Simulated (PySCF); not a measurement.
# Magnetisability: `C[C@@H]1C[C@@H]1CF`, C5H9F

Cartesian coordinates in Å; atom numbers follow the order of the lines, from 1:
```xyz
15

C     1.5685   -0.7448   -0.1426
C     0.8003    0.5522   -0.1450
C     0.0960    1.0431    1.0845
C    -0.7034    0.5962   -0.1064
C    -1.5792   -0.6335   -0.0273
F    -1.1395   -1.5487    0.8960
H     1.1555   -1.4468    0.5744
H     1.5449   -1.2025   -1.1310
H     2.6085   -0.5582    0.1198
H     1.2616    1.3131   -0.7663
H     0.0925    0.3932    1.9462
H     0.1235    2.0940    1.3283
H    -1.1836    1.3655   -0.7003
H    -2.5958   -0.3559    0.2752
H    -1.6133   -1.1574   -0.9909
```

Method used: GIAO B3LYP/pcSseg-1 magnetisability, rotational g tensor and spin-rotation constants, non-relativistic, gas phase in PySCF 2.14.0. Geometry: GFN2-xTB, dihedral held. The dihedral C2–C4–C5–F6 is held at 45°.

Task: What are the magnetisability and the molar susceptibility?

Result: Isotropic -1084 × 10⁻³⁰ J/T², or -65.3 × 10⁻⁶ cm³/mol; principal values -1239, -1022, -992 × 10⁻³⁰ J/T², anisotropy 234 × 10⁻³⁰ J/T² (root of half the summed squared differences of the principal values). The susceptibility is in cgs units.

Task: Split it along the inertial axes a, b, c into diamagnetic and paramagnetic parts about the centre of mass, with the quadrupole moment.

Result: 
| axis | χ (10⁻⁶ cm³/mol) | diamagnetic (10⁻⁶ cm³/mol) | paramagnetic (10⁻⁶ cm³/mol) | summed x² of all electrons (Å²) | quadrupole Θ (D Å) |
| --- | --- | --- | --- | --- | --- |
| a | -62.5 | -336.8 | 274.3 | 84.4 | -0.64 |
| b | -71.1 | -473.3 | 402.3 | 52.2 | +0.08 |
| c | -62.3 | -579.5 | 517.2 | 27.2 | +0.56 |

Anisotropies 2χaa − χbb − χcc = +8.4 and 2χbb − χaa − χcc = -17.3 × 10⁻⁶ cm³/mol. Θ is traceless in Buckingham's convention.

Task: And the rotational g tensor?

Result: 
| axis | rotational constant (GHz) | g | nuclear part | electronic part |
| --- | --- | --- | --- | --- |
| a | 5.0058 | -0.0078 | 0.6372 | -0.6451 |
| b | 3.0659 | +0.0069 | 0.5864 | -0.5794 |
| c | 2.4387 | -0.0048 | 0.5877 | -0.5925 |

Asymmetric top; isotopes 12C, 19F, 1H; no vibrational averaging.
